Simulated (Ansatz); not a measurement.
# SF4: ionisation energy by level of theory

One table from this session's results is given with a row withheld; the runs are named, their logs left out.

The runs use Ansatz 0.2.0, Gaussian basis; unrestricted cation, the program's frozen cores in correlated methods.

Plan: UKS PBE-D4/def2-TZVPP; UKS r2SCAN-D4/def2-TZVPP; UKS PBE0-D4/def2-TZVPP; UKS B3LYP-D4/def2-TZVPP; UKS wB97X-V/def2-TZVPP; UKS wB97M-V/def2-TZVPP; UKS B2PLYP/def2-TZVPP; UHF-CCSD(T)/def2-TZVPP; UHF-CCSD(T)/def2-QZVPP; extrapolation to the limit; then −ε(HOMO) from the neutral's earlier runs with LDA (SPW92), PBE-D4, revPBE-D4, BLYP-D4, r2SCAN-D4, B97M-V, PBE0-D4, B3LYP-D4, r2SCANh-D4, r2SCAN0-D4, HSE06-D4, BHLYP-D4, CAM-B3LYP-D4, LC-ωPBE, ωB97X-V, ωB97M-V.

**The geometry**

An earlier PBE0-D4 in a triple-zeta def2 set relaxation fixed the geometry.

SMILES `FS(F)(F)F`, 5 atoms, charge 0, spin multiplicity 1.

Atoms are counted from 1 here; the program's logs count them from 0.

Bond lengths: F1–S2 1.553 Å, S2–F3 1.649 Å, S2–F4 1.649 Å, S2–F5 1.553 Å. Angles: F1–S2–F3 87.6°, F1–S2–F4 87.6°, F1–S2–F5 101.3°, F3–S2–F4 172.5°, F3–S2–F5 87.6°, F4–S2–F5 87.6°.

Set-up of the first run:

Input file in.yaml:

```yaml
crystal:
  periodic: [false, false, false]
  atoms:
    - {symbol: F, position_ang: [-0.561173, -0.227980, 1.172798]}
    - {symbol: S, position_ang: [0.063988, -0.357355, -0.243004]}
    - {symbol: F, position_ang: [1.536709, -0.462000, 0.491432]}
    - {symbol: F, position_ang: [-1.440139, -0.077307, -0.858165]}
    - {symbol: F, position_ang: [0.400605, 1.124641, -0.563061]}
basis:
  gaussian: {orbitals: def2-TZVPP}
total_charge: 1
magnetization: {spin_polarized: true, initial_magnetization: 1}
hamiltonian: {xc: pbe, dispersion: d4}
```

Launch:

```bash
$ ansatz run in.yaml --threads 2 --pin off --events-out ev --progress --plain --max-ram 32768MiB --backend cpu
```

Steps of the session up to this table: Cation, UKS PBE-D4/def2-TZVPP; Cation, UKS r2SCAN-D4/def2-TZVPP; Cation, UKS PBE0-D4/def2-TZVPP; Cation, UKS B3LYP-D4/def2-TZVPP; Cation, UKS wB97X-V/def2-TZVPP; Cation, UKS wB97M-V/def2-TZVPP; Cation, UKS B2PLYP (frozen core)/def2-TZVPP; Cation, UHF-CCSD(T)/def2-TZVPP; Cation, UHF-CCSD(T)/def2-QZVPP.

One table of the session follows, with a row left open; its other results are not shown here.

It belongs to the step «Ionisation energies side by side». Orbital estimates, from the neutral's runs:

```
  functional  −ε(HOMO) (eV)
 LDA (SPW92)           8.40
      PBE-D4           8.15
   revPBE-D4           8.06
     BLYP-D4           8.11
   r2SCAN-D4           8.52
      B97M-V           8.65
     PBE0-D4           9.82
    B3LYP-D4           9.62
  r2SCANh-D4           9.14
  r2SCAN0-D4          10.08
    HSE06-D4           9.41
    BHLYP-D4              ?
CAM-B3LYP-D4          11.33
     LC-ωPBE          12.56
     ωB97X-V          12.23
     ωB97M-V          12.16
```

Q: Estimate the row for BHLYP-D4 from the others.

Worked estimate for «−ε(HOMO) (eV)». Against the share of exact exchange, BLYP-D4 (0, 8.11), B3LYP-D4 (0.2, 9.62) give a slope of 7.55 per unit share; at 0.5 the line stands at 11.88.

**Answer.** −ε(HOMO) (eV): 11.46. In «−ε(HOMO) (eV)» the line misses by +0.42.
